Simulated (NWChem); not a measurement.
# Atomisation of water (H₂O)

```xyz
3

O      0.0000     0.0000    -0.1202
H      0.7570     0.0000     0.4809
H     -0.7570     0.0000     0.4809
```
Charge 0, spin multiplicity 1.

All runs are NWChem calculations. All single points use one geometry, from B3LYP/def2-SVP, a minimum by its harmonic frequencies.

Basis set: def2-TZVP. The atomisation energy is electronic alone: no zero-point, thermal, spin-orbit or counterpoise terms. No value is extrapolated to the basis-set limit. Free atoms are single determinants with multiplicities O 3, H 2. Correlated methods freeze the same cores in atoms and molecule, 1 orbitals in all.

The correlated methods keep 1 core orbital frozen. B3LYP has NWChem's definition, with VWN1-RPA local correlation. The stability of the SCF solutions was not checked. Open-shell Hartree-Fock references start from PBE0 orbitals. Coupled-cluster values serve here as a point of comparison, not as the truth.

```tsv
method	atomisation energy (kcal/mol)
M06-2X	228.1
PBE0	223.7
LDA (SVWN5)	262.8
PBE	?
HF	152.4
MP2	223.4
B3LYP	?
BP86	236.4
CCSD(T)	?
r2SCAN	226.6
```

**Question.** What belongs in the gaps?

**Answer.** 
- PBE, atomisation energy (kcal/mol): 230.8
- B3LYP, atomisation energy (kcal/mol): 227.3
- CCSD(T), atomisation energy (kcal/mol): 219.7
